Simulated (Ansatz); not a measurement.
How basis sets differ on C2H8N2 (1,1-dimethylhydrazine)

The species is C2H8N2 (12 atoms), meant as a singlet with charge 0. SMILES: `CN(C)N`. The coordinates come from a PBE0-D4/def2-TZVP relaxation. This is one conformer, not always the lowest.

Each level gives the HOMO–LUMO gap (eV). The values are calculated.

```tsv
level	kind	program	value (eV)	CPU time
HF/STO-3G	Hartree–Fock	Ansatz	23.98	0.28 s
HF/3-21G	Hartree–Fock	Ansatz	16.38	0.67 s
HF/6-31G* (spherical functions)	Hartree–Fock	Ansatz	15.71	1.9 s
HF/def2-SVP	Hartree–Fock	Ansatz	14.47	6.7 s
```

The values span 14.47 to 23.98 eV. A Hartree–Fock LUMO above zero doesn't converge with the basis: it sinks as sets grow more diffuse. Orbital gaps aren't excitation energies. CPU times are rough (shared hosts, several kinds of processor and program).
